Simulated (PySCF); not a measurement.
**One shape, several levels: ClF (chlorine monofluoride)**

Aim: a comparison of 5 runs (HF/cc-pVDZ, PBE0/def2-SVP, B3LYP/6-31G*, TPSSh/aug-cc-pVDZ, MP2/pcseg-1) of ClF (chlorine monofluoride). Input form: a Python script.

The results are computed with PySCF 2.14.0.

## 1. Starting point

The species is ClF (2 atoms), meant as a singlet with charge 0. As SMILES, `FCl`. The coordinates come from a PBE0-D4/def2-TZVP relaxation.

Bond lengths: F1–Cl2 1.620 Å.

## 2. Energy and forces at HF/cc-pVDZ (run 1)

Contents of input.py:

```python
# chlorine monofluoride
from pyscf import gto

molecule = gto.Mole()
molecule.atom = '''
F      0.000000     0.000000     0.059130
Cl     0.000000     0.000000     3.119862
'''
molecule.basis = 'cc-pvdz'
molecule.charge = 0
molecule.max_memory = 1860
molecule.verbose = 4
molecule.unit = 'bohr'
molecule.build()

mf = molecule.RHF()
mf.conv_tol = 1e-10
mf.kernel()
if not mf.converged:
    mf = mf.newton().run(mf.mo_coeff, mf.mo_occ)

e_final = mf.e_tot
print('E = %.10f Eh' % e_final)
grad = mf.nuc_grad_method().kernel()
dip = mf.dip_moment()
pop, q = mf.mulliken_pop()
```

The run is started by

```
$ OMP_NUM_THREADS=1 python input.py
```

Standard output:

```text
PySCF version 2.14.0

[... 54 lines left out ...]
converged SCF energy = -558.844219653591
[... 9 lines left out ...]
Dipole moment(X, Y, Z, Debye): -0.00000, -0.00000,  1.37319
[... 35 lines left out ...]
charge of    1Cl =      0.31297
```

Run time: 1.1 s. Hardware: 1 thread of Arm Neoverse V1, shared host; peak memory 0.12 GiB.

## 3. Energy and forces at PBE0/def2-SVP (run 2)

Contents of run.py:

```python
# chlorine monofluoride
from pyscf import gto, dft

system = gto.M(
    atom=[
    ('F', (-0.000000, -0.000000, 0.031290)),
    ('Cl', (0.000000, 0.000000, 1.650960)),
],
    max_memory=1860,
    verbose=3,
    spin=0,
    basis='def2-svp',
)

ks = dft.RKS(system)
ks.xc = 'pbe0'
ks.grids.level = 5
ks.conv_tol = 1e-10
ks.kernel()
if not ks.converged:
    ks = ks.newton().run(ks.mo_coeff, ks.mo_occ)

energy = ks.e_tot
print('E = %.10f Eh' % energy)
grad = ks.nuc_grad_method().kernel()
ks.analyze()
```

The run is started by

```
$ OMP_NUM_THREADS=1 python run.py
```

Standard output:

```text
converged SCF energy = -559.475823516139
E = -559.4758235161 Eh
--------------- RKS gradients ---------------
         x                y                z
0 F    -0.0000000000    -0.0000000000     0.0144510609
1 Cl    -0.0000000000    -0.0000000000    -0.0144511374
----------------------------------------------
**** MO energy ****
MO #1   energy= -101.756113117749  occ= 2
MO #2   energy= -24.8172950800845  occ= 2
MO #3   energy= -9.60502646550595  occ= 2
MO #4   energy= -7.35233352256314  occ= 2
MO #5   energy= -7.33330697472928  occ= 2
MO #6   energy= -7.33330697472926  occ= 2
MO #7   energy= -1.25334719964505  occ= 2
MO #8   energy= -0.846984352081733 occ= 2
MO #9   energy= -0.546110221738581 occ= 2
MO #10  energy= -0.498522514125672 occ= 2
MO #11  energy= -0.498522514125668 occ= 2
MO #12  energy= -0.33717889455122  occ= 2
MO #13  energy= -0.337178894551217 occ= 2
MO #14  energy= -0.0918261401408329 occ= 0
MO #15  energy= 0.425506971321151  occ= 0
MO #16  energy= 0.692622088251359  occ= 0
MO #17  energy= 0.692622088251361  occ= 0
MO #18  energy= 0.722425404751649  occ= 0
MO #19  energy= 0.741514176979051  occ= 0
MO #20  energy= 0.741514198130555  occ= 0
MO #21  energy= 0.856745503500077  occ= 0
MO #22  energy= 0.856745503500079  occ= 0
MO #23  energy= 0.958778307851199  occ= 0
MO #24  energy= 1.22293931304581   occ= 0
MO #25  energy= 1.23824079886882   occ= 0
MO #26  energy= 1.23824079886882   occ= 0
MO #27  energy= 1.64721266585907   occ= 0
MO #28  energy= 3.05242865153905   occ= 0
MO #29  energy= 3.05242884464629   occ= 0
MO #30  energy= 3.0746029903973    occ= 0
MO #31  energy= 3.0746029903973    occ= 0
MO #32  energy= 3.38205162403696   occ= 0
 ** Mulliken atomic charges  **
charge of    0F =     -0.27313
charge of    1Cl =      0.27313
Dipole moment(X, Y, Z, Debye):  0.00000, -0.00000,  1.09570
```

It took 4.8 s on 1 thread of Arm Neoverse V1, shared host; peak memory 0.37 GiB.

## 4. Energy and forces at B3LYP/6-31G(d) (Cartesian functions) (run 3)

Contents of mol.xyz:

```xyz
2

F      0.000000     0.000000     0.031290
Cl     0.000000     0.000000     1.650960
```

Contents of run.py:

```python
# chlorine monofluoride
from pyscf import gto, dft

mol = gto.M(
    atom='mol.xyz',
    verbose=4,
    basis='6-31g*',
    charge=0,
    max_memory=1860,
    cart=True,
)

ks = dft.RKS(mol, xc='b3lyp')
ks.grids.level = 5
ks.conv_tol = 1e-10
ks.kernel()
if not ks.converged:
    ks = ks.newton().run(ks.mo_coeff, ks.mo_occ)

e_final = ks.e_tot
print('E(%s) = %.9f' % ('B3LYP', e_final))
grad = ks.nuc_grad_method().kernel()
dip = ks.dip_moment()
pop, q = ks.mulliken_pop()
```

The run is started by

```
$ OMP_NUM_THREADS=1 python run.py
```

Standard output:

```text
PySCF version 2.14.0

[... 69 lines left out ...]
converged SCF energy = -559.941619240498
[... 10 lines left out ...]
Dipole moment(X, Y, Z, Debye):  0.00000,  0.00000,  0.89028
[... 37 lines left out ...]
charge of    1Cl =      0.28813
```

Wall time 4.5 s (1 thread of Arm Neoverse V1, shared host); peak memory 0.39 GiB.

Run 4 isn't shown in full; the table further down has it.

## 5. Energy and gradient at MP2/pcseg-1 (run 5)

Contents of run.py:

```python
import pyscf.grad
from pyscf import gto, scf, mp

molecule = gto.M(
    atom='''
F      0.000000     0.000000     0.059130
Cl     0.000000     0.000000     3.119862
''',
    spin=0,
    charge=0,
    verbose=3,
    max_memory=1860,
    unit='bohr',
    basis='pcseg-1',
)

mf = scf.RHF(molecule)
mf.conv_tol = 1e-10
mf.kernel()
if not mf.converged:
    mf = mf.newton().run(mf.mo_coeff, mf.mo_occ)

pt = mp.MP2(mf, frozen=6).run()
etot = pt.e_tot
print('Final energy', etot)
grad = pt.Gradients().kernel()
mf.analyze()
```

The run is started by

```
$ OMP_NUM_THREADS=1 python run.py
```

Standard output:

```text
converged SCF energy = -558.7740776082
E(RMP2) = -559.09568527226  E_corr = -0.321607664059704
E(SCS-RMP2) = -559.085129473347  E_corr = -0.311051865147014
Final energy -559.0956852722596
--------------- RMP2 gradients ---------------
         x                y                z
0 F    -0.0000000000     0.0000000000     0.0409827566
1 Cl     0.0000000000    -0.0000000000    -0.0409827566
----------------------------------------------
**** MO energy ****
MO #1   energy= -104.904964002567  occ= 2
MO #2   energy= -26.3354552750528  occ= 2
MO #3   energy= -10.6389342760224  occ= 2
MO #4   energy= -8.11984247558304  occ= 2
MO #5   energy= -8.1136910054486   occ= 2
MO #6   energy= -8.1136910054486   occ= 2
MO #7   energy= -1.65292369080022  occ= 2
MO #8   energy= -1.10599877381199  occ= 2
MO #9   energy= -0.730847759119108 occ= 2
MO #10  energy= -0.730847759119106 occ= 2
MO #11  energy= -0.703241344681226 occ= 2
MO #12  energy= -0.495352418956231 occ= 2
MO #13  energy= -0.495352418956228 occ= 2
MO #14  energy= 0.0638012064336859 occ= 0
MO #15  energy= 0.504008652878281  occ= 0
MO #16  energy= 0.504008652878285  occ= 0
MO #17  energy= 0.513997146307788  occ= 0
MO #18  energy= 0.576750527750939  occ= 0
MO #19  energy= 0.887710684795319  occ= 0
MO #20  energy= 0.887710684795323  occ= 0
MO #21  energy= 0.92013629287255   occ= 0
MO #22  energy= 0.920136292872555  occ= 0
MO #23  energy= 1.08381776845716   occ= 0
MO #24  energy= 1.37295978479033   occ= 0
MO #25  energy= 1.37295978479035   occ= 0
MO #26  energy= 1.41689313010044   occ= 0
MO #27  energy= 2.18172830238277   occ= 0
MO #28  energy= 2.75157543643448   occ= 0
MO #29  energy= 2.75157543643448   occ= 0
MO #30  energy= 2.82190287601843   occ= 0
MO #31  energy= 2.82190287601844   occ= 0
MO #32  energy= 3.24733928618481   occ= 0
 ** Mulliken atomic charges  **
charge of    0F =     -0.33805
charge of    1Cl =      0.33805
Dipole moment(X, Y, Z, Debye):  0.00000, -0.00000,  1.38105
```

Wall time 1.2 s (1 thread of Arm Neoverse V1, shared host); peak memory 0.14 GiB.

## 6. The series

```tsv
run	level	integration grid	Cartesian functions	energy (Eh)	dipole moment (D) of the reference	HOMO energy (eV)	LUMO energy (eV)	wall time
1	HF/cc-pVDZ	–	no	-558.844220	1.37	-13.32	2.14	1.1 s
2	PBE0/def2-SVP	5	no	-559.475824	1.10	-9.18	-2.50	4.8 s
3	B3LYP/6-31G* (Cartesian functions)	5	yes	-559.941619	0.89	-8.80	-2.82	4.5 s
4	TPSSh/aug-cc-pVDZ	5	no	-559.987401	0.77	-8.61	-3.68	9.6 s
5	MP2/pcseg-1	–	no	-559.095685	1.38	-13.48	1.74	1.2 s
```

## 7. Results

| quantity | value |
| --- | --- |
| run 5: total energy | -559.09569 Eh |
| run 5: dipole moment (Hartree–Fock density) | 1.38 D |
| run 5: HOMO energy (Hartree–Fock orbitals) | -13.48 eV |
| run 5: LUMO energy (Hartree–Fock orbitals) | 1.74 eV |
| run 5: HOMO–LUMO gap (Hartree–Fock orbitals) | 15.22 eV |
| run 5: correlation energy (6 core orbitals frozen) | -321.6 mEh |
| run 5: largest force on an atom | 2.107 eV/Å |

What this shows: Over runs 1, 2, 3, 4 the dipole moment (its size) runs from 0.77 D (TPSSh/aug-cc-pVDZ) to 1.37 D (HF/cc-pVDZ). The two ends differ in method and basis. Over runs 1, 2, 3, 4 the HOMO–LUMO gap runs from 4.93 eV (TPSSh/aug-cc-pVDZ) to 15.46 eV (HF/cc-pVDZ). Totals of different functionals can't be ranked against each other. All runs together took 21 s, the longest 9.6 s.
